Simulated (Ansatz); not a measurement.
Ansatz (a quantum-chemistry and plane-wave program) input (HF/6-31G*):

Ansatz 0.2 input:
```yaml
crystal:
  periodic: [false, false, false]
  atoms:
    - {symbol: S, position_ang: [0.01006479, -0.00290382, 0.45425213]}
    - {symbol: O, position_ang: [-0.02986919, 1.21729909, -0.44605028]}
    - {symbol: O, position_ang: [0.00973961, -1.21149145, -0.46245399]}
basis:
  gaussian:
    orbitals: 6-31G*
hamiltonian:
  xc: {name: HF}
total_charge: 1
magnetization: {spin_polarized: true, initial_magnetization: 1}
phonons: {temperatures: {t_min: 298.15, t_max: 298.15, t_step: 100}}
```

Output:

```
Functional definition: HF
integrals: 0.01 GiB planned
451 factors; integrals over basis functions are off by at most 9.1e-5 eV
mean field: 0.11 GiB planned
mean field evaluation 1: about -14866.6870 eV, gradient 4.6e1 eV
mean field evaluation 2: about -14866.7558 eV, gradient 4.6e1 eV
mean field evaluation 4: about -14875.9532 eV, gradient 3.7e0 eV
mean field evaluation 8: about -14876.3721 eV, gradient 6.4e-1 eV
mean field evaluation 16: about -14876.3966 eV, gradient 6.1e-2 eV
mean field evaluation 32: about -14876.6272 eV, gradient 1.7e0 eV
mean field evaluation 64: about -14878.4053 eV, gradient 9.4e-1 eV
mean field evaluation 96: about -14877.8227 eV, gradient 1.6e0 eV
mean field evaluation 128: about -14877.6534 eV, gradient 1.5e0 eV
mean field evaluation 160: about -14866.2394 eV, gradient 2.2e1 eV
mean field evaluation 192: about -14873.9984 eV, gradient 1.5e0 eV
mean field evaluation 224: about -14869.4817 eV, gradient 3.4e0 eV
mean field evaluation 256: about -14876.3969 eV, gradient 7.6e-3 eV
mean field -14878.47828794 eV, -546.7739920871 hartree, gradient 2.2e-6 eV, S^2 1.249712; 6 other end points of the search recorded, 0 dependent functions left out
the calculation of the forces begins
reference -14878.47828794 eV, -546.7739920871 hartree; 16, 15 occupied and 33, 34 virtual orbitals, 451 factors
these checks for a lower state are left out or cut short: stability, starts, cluster_reference, orbital_swaps, neighbouring_geometries, increment
integrals: 0.01 GiB planned
451 factors; integrals over basis functions are off by at most 9.1e-5 eV
mean field: 0.11 GiB planned
mean field evaluation 288: about -14878.3678 eV, gradient 4.3e-1 eV
mean field -14878.47821417 eV, -546.7739893761 hartree, gradient 2.9e-6 eV, S^2 1.251099; 0 other end points of the search recorded, 0 dependent functions left out
the calculation of the forces begins
reference -14878.47821417 eV, -546.7739893761 hartree; 16, 15 occupied and 33, 34 virtual orbitals, 451 factors
these checks for a lower state are left out or cut short: stability, starts, cluster_reference, orbital_swaps, neighbouring_geometries, increment
integrals: 0.01 GiB planned
451 factors; integrals over basis functions are off by at most 9.1e-5 eV
mean field: 0.11 GiB planned
mean field -14878.47820716 eV, -546.7739891182 hartree, gradient 3.3e-6 eV, S^2 1.248307; 0 other end points of the search recorded, 0 dependent functions left out
the calculation of the forces begins
reference -14878.47820716 eV, -546.7739891182 hartree; 16, 15 occupied and 33, 34 virtual orbitals, 451 factors
these checks for a lower state are left out or cut short: stability, starts, cluster_reference, orbital_swaps, neighbouring_geometries, increment
integrals: 0.01 GiB planned
451 factors; integrals over basis functions are off by at most 9.1e-5 eV
mean field: 0.11 GiB planned
mean field -14878.47824003 eV, -546.7739903263 hartree, gradient 2.8e-6 eV, S^2 1.248510; 0 other end points of the search recorded, 0 dependent functions left out
the calculation of the forces begins
reference -14878.47824003 eV, -546.7739903263 hartree; 16, 15 occupied and 33, 34 virtual orbitals, 451 factors
these checks for a lower state are left out or cut short: stability, starts, cluster_reference, orbital_swaps, neighbouring_geometries, increment
integrals: 0.01 GiB planned
451 factors; integrals over basis functions are off by at most 9.1e-5 eV
mean field: 0.11 GiB planned
mean field -14878.47824585 eV, -546.7739905401 hartree, gradient 2.7e-6 eV, S^2 1.250906; 0 other end points of the search recorded, 0 dependent functions left out
the calculation of the forces begins
reference -14878.47824585 eV, -546.7739905401 hartree; 16, 15 occupied and 33, 34 virtual orbitals, 451 factors
these checks for a lower state are left out or cut short: stability, starts, cluster_reference, orbital_swaps, neighbouring_geometries, increment
integrals: 0.01 GiB planned
451 factors; integrals over basis functions are off by at most 9.1e-5 eV
mean field: 0.11 GiB planned
mean field evaluation 320: about -14878.4782 eV, gradient 9.6e-5 eV
mean field -14878.47824442 eV, -546.7739904878 hartree, gradient 2.4e-6 eV, S^2 1.248516; 0 other end points of the search recorded, 0 dependent functions left out
the calculation of the forces begins
reference -14878.47824442 eV, -546.7739904878 hartree; 16, 15 occupied and 33, 34 virtual orbitals, 451 factors
these checks for a lower state are left out or cut short: stability, starts, cluster_reference, orbital_swaps, neighbouring_geometries, increment
integrals: 0.01 GiB planned
451 factors; integrals over basis functions are off by at most 9.1e-5 eV
mean field: 0.11 GiB planned
mean field -14878.47825010 eV, -546.7739906965 hartree, gradient 2.1e-6 eV, S^2 1.250901; 0 other end points of the search recorded, 0 dependent functions left out
the calculation of the forces begins
reference -14878.47825010 eV, -546.7739906965 hartree; 16, 15 occupied and 33, 34 virtual orbitals, 451 factors
Total energy: -14878.47828794 eV, -546.7739920871 hartree
Atom 0 at     0.010065    -0.002904     0.454252 Å, force     0.000051    -0.000015     0.002303 eV/Å
Atom 1 at    -0.029869     1.217299    -0.446050 Å, force    -0.000051     0.001580    -0.001141 eV/Å
Atom 2 at     0.009740    -1.211491    -0.462454 Å, force     0.000000    -0.001566    -0.001162 eV/Å
Dipole moment:     0.009641    -0.002781     0.435103 e Å
Vibrations: 484.43 884.47 993.47 cm⁻¹, zero-point energy 0.146449 eV
```

The blocks after the first are displaced geometries, from whose forces the wavenumbers follow.

The dipole moment of an ion depends on the origin.

The determinant is spin-contaminated: <S^2> is 1.25 against 0.75 for a pure state.
